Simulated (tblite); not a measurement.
C4H5N2 (doublet state).
Numbering: `[N:1]=[CH:2][CH2:3][C@@H:4]1[CH:5]=[N:6]1` (hydrogens: H7 on C2; H8, H9 on C3; H10 on C4; H11 on C5)

Structure used (GFN2-xTB), in Å, numbered top down from 1:
```
atom  x, y, z in Å
N1    -2.678    0.655   -0.658
C2    -1.685    0.474    0.020
C3    -0.543   -0.501   -0.270
C4     0.772    0.232   -0.273
C5     1.922   -0.268    0.465
N6     1.344    0.679    1.042
H7    -1.497    1.025    0.953
H8    -0.725   -0.973   -1.237
H9    -0.557   -1.261    0.516
H10    0.927    0.904   -1.111
H11    2.724   -0.963    0.528
```

Method: GFN2-xTB as coded in tblite; computed harmonic values from a numerical Hessian at the method's own geometry, unscaled. Against measured fundamentals such values can be off by several per cent, at times by over 20. One conformer, not necessarily the lowest. Open shells enter through the occupations alone, without spin polarisation, and single modes of such species can be off by tens of per cent.

Harmonic wavenumbers (cm⁻¹): 55.2, 73.4, 225.5, 337.3, 427.1, 467.2, 758.3, 781.1, 826.3, 885.2, 924.1, 943.2, 994.0, 1041.8, 1119.1, 1172.3, 1235.4, 1249.1, 1337.1, 1435.7, 1791.9, 1836.9, 2788.0, 2966.4, 2997.1, 3028.3, 3229.6.

A = 14270, B = 2022, C = 1900 MHz; mass 81.045 u (most abundant isotopes); point group C1, symmetry number 1; spin multiplicity 2.

Problem. Zero-point energy?

Solution. Half the sum of the wavenumbers: 17463 cm⁻¹ = 49.93 kcal/mol.

Problem. Entropy at 298.15 K, 1 bar (ideal gas, RRHO, classical rotation)?

Solution. Translation 39.12, rotation 26.17, vibration 14.87, spin (R ln 2) 1.38: S = 81.5 cal/(mol K).

Problem. And Cp and H(298.15 K) − H(0)?

Solution. Cp = 23.31 cal/(mol K), of which vibrations give 15.36 (their classical limit is 27 R = 53.7); H(298.15 K) − H(0) = 4.63 kcal/mol without the zero-point energy, 2.26 from vibrations.

Problem. What must be added to the electronic energy to get the Gibbs energy at 298.15 K and 1 bar?

Solution. ZPE + [H(298.15 K) − H(0)] − T·S = 49.93 + 4.63 − 24.31 = 30.25 kcal/mol.

Problem. Blend soft modes into free rotors: weight 1/[1 + (100 cm⁻¹/ν̃)⁴] for the oscillator and the rest for a rotor with moment μB/(μ + B), μ = h/(8π²ν), B = 10⁻⁴⁴ kg m². What vibrational entropy results?

Solution. 13.11 cal/(mol K) in place of 14.87, which changes −T·S at 298.15 K by +0.53 kcal/mol.

Problem. How do the functions run with temperature in this model?

Solution. 
| T (K) | S (cal/(mol K)) | Cp (cal/(mol K)) | H − H(0) (kcal/mol) | G − H(0) (kcal/mol) | ln q(vib) |
| --- | --- | --- | --- | --- | --- |
| 150 | 68.7 | 15.4 | 1.79 | -8.51 | 1.76 |
| 250 | 77.7 | 20.5 | 3.57 | -15.85 | 3.06 |
| 400 | 89.2 | 29.0 | 7.30 | -28.39 | 4.98 |
| 600 | 102.7 | 37.6 | 14.01 | -47.61 | 7.58 |
| 900 | 119.6 | 45.7 | 26.61 | -81.05 | 11.35 |

q(vib) and H(0) count from the zero-point level.

Problem. Which modes carry the vibrational entropy at 298.15 K?

Solution. 55.2 cm⁻¹: 4.62; 73.4 cm⁻¹: 4.06; 225.5 cm⁻¹: 1.91; 337.3 cm⁻¹: 1.22; 427.1 cm⁻¹: 0.87; 467.2 cm⁻¹: 0.75 cal/(mol K); the other 21 give 1.44 together.

Hindered rotation and anharmonicity are outside this model. Other conformers, if any are populated, would add a mixing term that is left out. The structure is chiral; the term R ln 2 for an equal mix with its mirror image is left out.

Hardware: Arm Neoverse V2, one thread, no GPU, shared host. Cost: 0.16 s wall. The figure is for the frequency step alone.
